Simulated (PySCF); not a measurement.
Dipole moment and polarisability of `O=NOO`

HNO₃.
Structure used (GFN2-xTB), in Å, numbered top down from 1:
```
atom  x, y, z in Å
O1     1.1966   -0.7013   -0.3725
N2     1.0436    0.4752   -0.1848
O3    -0.1300    0.9541   -0.0787
O4    -1.2621    0.0754   -0.1856
H5    -0.8396   -0.8005   -0.3340
```

Level: CAM-B3LYP/def2-SVPD (PySCF), static field, nuclei fixed, core orbitals frozen in the response. The polarisability tensor in these axes (au):

```
x   34.43 -1.80 -0.74
y   -1.80 26.11  1.43
z   -0.74  1.43 17.50
```

Question: Diagonalise the tensor; give its mean and Δα, where Δα² is half the sum of the squared differences of the eigenvalues.

Answer: Principal values 17.26, 25.92 and 34.86 au; mean 26.02 au = 3.86 Å³ = 4.29 × 10⁻⁴⁰ C²·m²/J; Δα = 15.24 au (59 % of the mean).

Question: What is the dipole moment, and where does it point?

Answer: (-0.42, -0.75, -0.11) D, 0.87 D in size, pointing from the negative to the positive side. Measured along this direction, the outermost atoms are N2 at the negative end and H5 at the positive end.

Question: In TDDFT the mean static polarisability is Σ f/ω² over all singlet excitations (ω in hartree). How much of it do the 8 lowest give? Their energies (eV) and oscillator strengths: 3.98, 0.0021; 5.93, 0.0005; 6.11, 0.0165; 7.03, 0.1127; 7.46, 0.0014; 8.75, 0.0354; 8.91, 0.0231; 8.96, 0.0001.

Answer: They add up to 2.70 au, 10.4 % of the 26.02 au; the largest single term is 1.69 au, from the state at 7.03 eV. Terms in order: 0.10, 0.01, 0.33, 1.69, 0.02, 0.34, 0.22, 0.00 au. Higher excitations give the rest. The strengths listed sum to 0.192.

Question: Molar refractivity from α?

Answer: Lorentz–Lorenz: R = (4π/3)N_A α = 2.5225 cm³/(mol·Å³) × 3.86 Å³ = 9.7 cm³/mol, in the limit of long wavelengths.

Question: Directions of the eigenvectors, and the extent of the frame along each?

Answer: Largest value along (0.98, -0.21, -0.06), where the nuclei span 2.57 Å; middle along (0.22, 0.97, 0.14), 1.88 Å; least along (0.03, -0.15, 0.99), 0.00 Å. The response follows the extents in order.

Question: Refractivity n − 1 of an ideal gas of it at 298.15 K and 1 atm, from the electronic α?

Answer: N = p/kT = 2.4615 × 10¹⁹ cm⁻³, so n − 1 = 2π × N × 3.86 × 10⁻²⁴ cm³ = 596 × 10⁻⁶ at long wavelengths, for an ideal gas.

Question: Give the eigenvalues of the traceless quadrupole moment Θ = ½Σq(3rr − r²1), origin at the centre of nuclear charge.

Answer: -4.86, 1.57, 3.29 D·Å. The values depend on the origin, since the dipole doesn't vanish. The electronic extent ⟨r²⟩ about the same centre is 212 bohr², a root-mean-square distance of 1.36 Å for the 32 electrons.

Isolated species at its GFN2-xTB geometry (one conformer only).
